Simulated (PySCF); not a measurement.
# FCI/STO-3G run of SiH3O− (SMILES [O-][SiH3])

Aim: the energy change on altering one bond length of SiH3O− at FCI/STO-3G, from 2 runs. Input form: a Python script.

Program for the calculation: PySCF 2.14.0.

11 further runs of the same task are left out: 2 that didn't finish, 9 set aside as unsound or not needed.

**1. The molecule**

The species is SiH3O− (5 atoms), meant as a singlet with charge -1. SMILES: `[O-][SiH3]`. Geometry: relaxed at GFN2-xTB.

Bond lengths: O1–Si2 1.535 Å, Si2–H3 1.516 Å, Si2–H4 1.516 Å, Si2–H5 1.516 Å. Angles: O1–Si2–H3 116.1°, O1–Si2–H4 116.1°, O1–Si2–H5 116.1°, H3–Si2–H4 102.1°, H3–Si2–H5 102.1°, H4–Si2–H5 102.1°.

**2. The energy at FCI/STO-3G**

Contents of job.py:

```python
from pyscf import gto, mcscf
from pyscf import fci

mol = gto.M(
    atom='''
O     -1.444170     0.271390     0.700100
Si    -0.082700     0.015600     0.039800
H     -0.104440    -0.247420    -1.452600
H      0.697830    -1.174610     0.561420
H      0.933480     1.135040     0.151280
''',
    verbose=3,
    basis='sto-3g',
    spin=0,
    max_memory=1860,
    charge=-1,
)

mf = mol.RHF()
mf.conv_tol = 1e-10
mf.kernel()
if not mf.converged:
    mf = mf.newton().run(mf.mo_coeff, mf.mo_occ)

cas = mcscf.CASCI(mf, mf.mo_coeff.shape[-1] - 6, (mol.nelec[0] - 6, mol.nelec[1] - 6))  # full CI above the frozen core
cas.fcisolver = fci.direct_spin0.FCI(mol)  # even spin states alone
cas.kernel()
print('<S^2> = %.4f' % cas.fcisolver.spin_square(cas.ci, cas.ncas, cas.nelecas)[0])
energy = cas.e_tot
print(f'total energy: {energy:.8f} hartree')
```

Started as:

```
$ OMP_NUM_THREADS=1 python job.py
```

The program printed:

```text
converged SCF energy = -360.930929590584
CASCI E = -361.037827125637  E(CI) = -37.4136732891901  S^2 = 0.0000000
<S^2> = 0.0000
total energy: -361.03782713 hartree
```

Wall time 1.8 s (1 thread of Arm Neoverse V1, shared host); peak memory 0.14 GiB.

**3. The distorted shape**

Contents of input.py:

```python
from pyscf import gto, mcscf
from pyscf import fci

mol = gto.Mole()
mol.atom = '''
O   -2.257138  -0.624189   0.610913
Si  -0.895668  -0.879979  -0.049387
H   -0.917408  -1.142999  -1.541787
H   -0.115138  -2.070189   0.472233
H    0.933480   1.135040   0.151280
'''
mol.basis = 'sto-3g'
mol.max_memory = 1860
mol.spin = 0
mol.charge = -1
mol.verbose = 3
mol.build()

mf = mol.RHF()
mf.conv_tol = 1e-10
mf.kernel()
if not mf.converged:
    mf = mf.newton().run(mf.mo_coeff, mf.mo_occ)

cas = mcscf.CASCI(mf, mf.mo_coeff.shape[-1] - 6, (mol.nelec[0] - 6, mol.nelec[1] - 6))  # full CI above the frozen core
cas.fcisolver = fci.direct_spin0.FCI(mol)  # even spin states alone
cas.kernel()
print('<S^2> = %.4f' % cas.fcisolver.spin_square(cas.ci, cas.ncas, cas.nelecas)[0])
etot = cas.e_tot
print('E(%s) = %.9f' % ('FCI', etot))
```

Started as:

```
$ OMP_NUM_THREADS=1 python input.py
```

The program printed:

```text
converged SCF energy = -360.753833669427
CASCI E = -360.921052603250  E(CI) = -36.1789018229131  S^2 = 0.0000000
<S^2> = 0.0000
E(FCI) = -360.921052603
```

It took 2.1 s on 1 thread of Arm Neoverse V1, shared host; peak memory 0.14 GiB.

**4. Results**

Level: FCI/STO-3G, 6 core orbitals frozen.

```
                                                              quantity          value
                                             first shape: total energy  -361.03783 Eh
                      first shape: HOMO energy (Hartree–Fock orbitals)        2.51 eV
                      first shape: LUMO energy (Hartree–Fock orbitals)       22.02 eV
    first shape: HOMO–LUMO gap (to an unbound level, set by the basis)       19.51 eV
              first shape: correlation energy (6 core orbitals frozen)     -106.9 mEh
                                         distorted shape: total energy  -360.92105 Eh
                  distorted shape: HOMO energy (Hartree–Fock orbitals)        3.37 eV
                  distorted shape: LUMO energy (Hartree–Fock orbitals)       12.33 eV
distorted shape: HOMO–LUMO gap (to an unbound level, set by the basis)        8.96 eV
          distorted shape: correlation energy (6 core orbitals frozen)     -167.2 mEh
    energy change with the Si2–H5 bond stretched from 1.516 to 2.729 Å       3.178 eV
```

What this shows: With the Si2–H5 bond stretched from 1.516 to 2.729 Å the energy rises by 3.18 eV (73 kcal/mol). The first shape isn't relaxed at this level, so the change isn't measured from a minimum. The minimal basis adds a large error of its own. The HOMO (first shape) lies at positive energy, 2.51 eV: the electron is unbound at this level or held by a compact basis; values depend on the basis. The HOMO (distorted shape) lies at positive energy, 3.37 eV: the electron is unbound at this level or held by a compact basis; values depend on the basis.
